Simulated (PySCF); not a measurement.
## Functional benchmark on one molecule

Molecule: SMILES O=C=O, CO2.

Molfile (atoms numbered from 1):
```
CO2
     RDKit          3D

  3  2  0  0  0  0  0  0  0  0999 V2000
   -1.1576    0.1649    0.0000 O   0  0  0  0  0  0  0  0  0  0  0  0
   -0.0000    0.1035   -0.0000 C   0  0  0  0  0  0  0  0  0  0  0  0
    1.1576    0.0421   -0.0000 O   0  0  0  0  0  0  0  0  0  0  0  0
  1  2  2  0
  2  3  2  0
M  END
```

Geometry PBE0-D3(BJ)/def2-SVP throughout; GIAO in PySCF 2.14.0 with density-fitted response routines, gas phase, one conformer, non-relativistic; equivalent atoms averaged; basis pcSseg-2.

Reference values (measured; solution, C6D6, 298 K; Fulmer et al., Organometallics 2010, 29, 2176): δ(C2) = 124.8 ppm. Computed shifts are taken against TMS, calculated as an isolated molecule at each level.

How do the functionals HF, LDA, PBE, BLYP, BP86, OPBE, KT2, KT3, B97-D, B3LYP, PBE0, mPW1PW91, WP04, B97-2, BHandHLYP, CAM-B3LYP, wB97X-D, LC-wPBE perform against the reference? Times are CPU seconds on shared hosts with different chips, so compare them loosely; the GGAs took longer than the global hybrids here, which isn't the general rule, and the cause wasn't traced.

## Answers


```tsv
functional	kind	C2	abs. error C	core-s
HF	Hartree–Fock	139.9	15.1	1
LDA	LDA	130.8	6.0	2.5
PBE	GGA	127.5	2.7	3.1
BLYP	GGA	126.8	2.0	3
BP86	GGA	127.1	2.3	3.1
OPBE	GGA	124.6	0.2	3.3
KT2	GGA	123.4	1.4	3.3
KT3	GGA	121.9	2.9	3.3
B97-D	GGA	124.6	0.2	3.3
B3LYP	global hybrid	131.1	6.3	2.4
PBE0	global hybrid	132.5	7.7	2.3
mPW1PW91	global hybrid	132.6	7.8	2.4
WP04	global hybrid	129.2	4.4	2.1
B97-2	global hybrid	130.0	5.2	2.2
BHandHLYP	global hybrid	136.0	11.2	2.2
CAM-B3LYP	range-separated hybrid	135.2	10.4	5.1
wB97X-D	range-separated hybrid	134.1	9.3	2.6
LC-wPBE	range-separated hybrid	139.2	14.4	3.4
```

For 13C the closest is OPBE (0.2 ppm, with B97-D practically level) and the furthest HF (15.1 ppm). One molecule is a small sample, and vibrational and solvent effects are absent from the calculation.
